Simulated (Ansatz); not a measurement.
**Energy profile**

The step: AlNH₄ ([NH2][AlH2]) + H₂O → AlH₃O ([OH][AlH2]) + NH₃ (still joined by a long Al–N bond); bonds formed: N2–H5; dative contacts that become bonds: Al1–O6; bonds broken: H5–O6; bonds weakened to dative contacts: Al1–N2 (atoms numbered as in the saddle structure below).

Al1  (-0.250, -0.744, 0.556)
N2  (-0.500, 1.067, 0.027)
H3  (-1.496, -1.693, 0.310)
H4  (0.740, -0.904, 1.793)
H5  (0.436, 0.415, -0.879)
O6  (0.817, -0.627, -1.041)
H7  (-0.140, 1.814, 0.605)
H8  (-1.380, 1.371, -0.368)
H9  (1.774, -0.700, -1.002)
(Å)

Electronic energies by CCSD(T) at an estimated basis limit (MP2 extrapolated from triple and quadruple zeta, plus CCSD(T) − MP2 in triple zeta), on PBE0-D4/def2-TZVP structures; AlNH$_{6}$O, singlet; no counterpoise correction. Ansatz 0.2.0; basis: def2-TZVPP and def2-QZVPP; cores frozen in the correlated methods. Extrapolation: Hartree–Fock as exp(−7.88 √X), correlation as X^−2.97.

Q: Give the profile in kcal/mol, counted from the separated reactants. (Judge from chemistry; the value comes from the calculation.)

A: The calculation gives:
```json
{"point": "separated: AlNH$_{4}$ (linked as [NH2][AlH2]; Al1, N2, H3, H4, H7, H8; singlet) + H$_{2}$O (H5, O6, H9; singlet)", "kcal/mol": "0.00"}
{"point": "start structure", "kcal/mol": "-17.04"}
{"point": "saddle", "kcal/mol": "-13.60"}
{"point": "end structure", "kcal/mol": "-37.39"}
{"point": "separated: AlH$_{3}$O (linked as [OH][AlH2]; Al1, H3, H4, O6, H9; singlet) + NH$_{3}$ (N2, H5, H7, H8; singlet)", "kcal/mol": "-9.60"}
```
The saddle lies below the separated reactants: the barrier is submerged.

The T1 diagnostic stays at or below 0.013.

The step is the kind of ligand exchange by which a precursor binds to a hydroxyl group, or is hydrolysed, in atomic layer deposition of oxides.

For scale, one of the runs: CCSD(T)/def2-TZVPP, 188 basis functions, launched by `ansatz run in.yaml --threads 2 --pin off --events-out ev --progress --plain --max-ram 4352MiB`. Time: 43 s of wall clock on 2 CPU threads of an Arm Neoverse V2; the host was shared. Peak host memory: 2 GiB.
